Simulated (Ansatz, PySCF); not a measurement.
The pair A = C2H2 (SMILES C#C) (first 4 atoms), B = C2H2 (SMILES C#C); geometry from A24 set.
(charge 0, multiplicity 1):
```xyz
8

H      0.000    -1.668    -1.750
H      0.000     1.668    -1.750
C      0.000    -0.603    -1.750
C      0.000     0.603    -1.750
H      0.000    -1.668     1.750
H      0.000     1.668     1.750
C      0.000    -0.603     1.750
C      0.000     0.603     1.750
```

Cores are frozen in the correlated methods. Rows in 6-31G* carry no dispersion term and start afresh at each structure (6-31G* with six Cartesian d functions). MP2/6-31G* freezes PySCF's default core.

Programs: Ansatz (Gaussian basis) for Hartree–Fock, density functionals and correlated methods; PySCF for 6-31G* rows. Values without a source in brackets are computed.

Total energies (hartree), monomers frozen at their geometry in the pair:

| structure | MP2/6-31G* | MP2/aug-cc-pVDZ | CCSD(T)/aug-cc-pVDZ |
|---|---|---|---|
| AB | -154.1313849 | -154.1826998 | -154.2388371 |
| A in the pair's basis | -77.0673419 | -77.0921673 | -77.1205520 |
| B in the pair's basis | -77.0673419 | -77.0921673 | -77.1205520 |
| A | -77.0665668 | -77.0917159 | -77.1200820 |
| B | -77.0665668 | -77.0917159 | -77.1200820 |

Question: Work out the interaction energy without and with the counterpoise correction, and the superposition error, for each level.

Answer: 
E(AB) − E(A) − E(B), times 627.509 kcal/mol, with the monomers in their own basis and then in the pair's basis:
- MP2/6-31G*: 1.10 uncorrected, 2.07 corrected; the monomers gain 0.97 kcal/mol from borrowed functions
- MP2/aug-cc-pVDZ: 0.46 uncorrected, 1.03 corrected; the monomers gain 0.57 kcal/mol from borrowed functions
- CCSD(T)/aug-cc-pVDZ: 0.83 uncorrected, 1.42 corrected; the monomers gain 0.59 kcal/mol from borrowed functions

Ansatz is a first-principles code.
